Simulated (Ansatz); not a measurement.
# Ga2O3 (C2/m, No. 12)

Computed with PBE-D3(BJ) (Ansatz, an electronic-structure program, plane waves, PAW).

Numerical settings: plane-wave cutoff 500 eV, 14×14×8 k mesh (along the axes of the cell as run), Fermi–Dirac smearing 0.05 eV, scalar-relativistic PAW data made under PBE.

Cell: relaxed at this level.

For Ga2O3 (C2/m, No. 12), the volume per atom is 10.76 Å³/atom and the band gap is 2.15 eV (on the SCF k mesh).

Measured, for comparison: band gap 4.85 ± 0.1 eV (room temperature, not corrected to a static lattice, ARPES, indirect, as cited; as tabulated in Mengle et al. (2016), arXiv:1902.02681).

Note: the relaxation could not lower the start's symmetry, so the cell can be a saddle point above a distorted one.

Spin–orbit coupling is not included.

Computed values are for the static lattice.

Computing time: roughly 15 core-minutes.
